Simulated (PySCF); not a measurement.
Process, species as SMILES: S (H2S) → [SH-] + H+
B3LYP-D3(BJ)/def2-TZVP geometries, fixed; electronic energies without zero-point terms.

How fast the deprotonation energy converges with the basis for several methods (PySCF): deviation from each method's own reference, in kcal/mol. References: B3LYP 355.48 kcal/mol, the value in aug-pcseg-3; HF 357.83 kcal/mol, the value in aug-pcseg-3; PBE 354.22 kcal/mol, the value in aug-pcseg-3. All functions are spherical. Density fitting with generated auxiliary sets. No added dispersion term, no relativity. 

```json
[
 {"basis": "pcseg-1", "functions": "28", "B3LYP": "3.12", "HF": "___", "PBE": "3.69"},
 {"basis": "cc-pV(D+d)Z", "functions": "33", "B3LYP": "16.46", "HF": "___", "PBE": "16.89"},
 {"basis": "6-311G**", "functions": "38", "B3LYP": "-0.86", "HF": "___", "PBE": "-0.19"},
 {"basis": "6-311+G**", "functions": "42", "B3LYP": "-1.74", "HF": "___", "PBE": "-1.46"},
 {"basis": "def2-TZVP", "functions": "49", "B3LYP": "7.68", "HF": "___", "PBE": "8.36"},
 {"basis": "aug-cc-pV(D+d)Z", "functions": "50", "B3LYP": "-1.96", "HF": "___", "PBE": "-1.64"},
 {"basis": "pcseg-2", "functions": "62", "B3LYP": "5.26", "HF": "___", "PBE": "5.88"},
 {"basis": "6-311++G(3df,3pd)", "functions": "83", "B3LYP": "0.14", "HF": "___", "PBE": "0.32"},
 {"basis": "def2-TZVPPD", "functions": "85", "B3LYP": "-0.24", "HF": "___", "PBE": "-0.19"},
 {"basis": "aug-cc-pV(T+d)Z", "functions": "101", "B3LYP": "-0.21", "HF": "___", "PBE": "-0.08"},
 {"basis": "aug-cc-pV(Q+d)Z", "functions": "181", "B3LYP": "0.00", "HF": "___", "PBE": "0.06"},
 {"basis": "cc-pV(5+d)Z", "functions": "210", "B3LYP": "2.86", "HF": "___", "PBE": "3.40"}
]
```

Problem. What belongs in the gaps?

Solution. 
- pcseg-1, HF: -0.23
- cc-pV(D+d)Z, HF: 11.90
- 6-311G**, HF: -2.17
- 6-311+G**, HF: -2.37
- def2-TZVP, HF: 5.33
- aug-cc-pV(D+d)Z, HF: -2.26
- pcseg-2, HF: 3.39
- 6-311++G(3df,3pd), HF: -0.22
- def2-TZVPPD, HF: -0.36
- aug-cc-pV(T+d)Z, HF: -0.38
- aug-cc-pV(Q+d)Z, HF: -0.09
- cc-pV(5+d)Z, HF: 1.70

Mean absolute deviation over 6-311G**, 6-311+G**, def2-TZVP, pcseg-2, 6-311++G(3df,3pd), def2-TZVPPD, aug-cc-pV(T+d)Z: HF 2.03, B3LYP 2.31, PBE 2.35 kcal/mol.
